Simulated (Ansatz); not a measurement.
**A ladder of methods for CH5Al (AlH2Me)**

CH5Al has 7 atoms, charge 0, and is taken as a singlet. As SMILES, `[H][Al]([H])[CH3]`. The shape comes from GFN2-xTB, which is rough for such elements, and wasn't checked as a minimum.

```xyz
7

Al    0.5322    0.9260   -0.0028
H     2.0796    1.0307    0.0395
H    -0.1571    2.3156   -0.0328
C    -0.4568   -0.7945   -0.0027
H    -0.5786   -1.2238   -1.0051
H    -1.4692   -0.6903    0.4088
H     0.0499   -1.5636    0.5952
```

Each level gives the energy change with the Al1–H3 bond stretched from 1.551 to 2.327 Å (eV). The values are calculated.

| level | kind | program | value (eV) | less FCI/STO-3G | CPU time (all runs) |
| --- | --- | --- | --- | --- | --- |
| SVWN5/STO-3G (restricted) | LDA | Ansatz | 3.03 | -0.05 | 1.4 s |
| revPBE/STO-3G (restricted) | GGA | Ansatz | 2.89 | -0.19 | 2.1 s |
| r2SCAN/STO-3G (restricted) | meta-GGA | Ansatz | 3.15 | +0.07 | 4.8 s |
| BHLYP/STO-3G (restricted) | global hybrid | Ansatz | 3.57 | +0.49 | 2.1 s |
| r2SCAN0/STO-3G (restricted) | hybrid meta-GGA | Ansatz | 3.42 | +0.34 | 4.4 s |
| CAM-B3LYP/STO-3G (restricted) | range-separated hybrid | Ansatz | 3.39 | +0.31 | 2.4 s |
| B2PLYP/STO-3G (restricted) | double hybrid | Ansatz | 3.34 | +0.26 | 3 s |
| BCCD(T)/STO-3G (restricted) | coupled cluster or CI | Ansatz | 3.09 | +0.01 | 0.28 s |
| CCSDT/STO-3G (restricted) | coupled cluster or CI | Ansatz | 3.08 | 0.00 | 0.43 s |
| FCI/STO-3G | exact in the basis | Ansatz | 3.08 | 0.00 | 22 s |

FCI/STO-3G is exact within its basis and frozen core, so for wave-function methods in that basis the difference is their error; functionals converge differently with the basis, so for them it is only a difference. The first shape isn't each level's own minimum. The values span 2.89 to 3.57 eV. All rows use very small basis sets, so even the best lies far from the true value. Times are those of the runs behind each value, whatever else they computed, on shared processors of several kinds: orders of magnitude only.
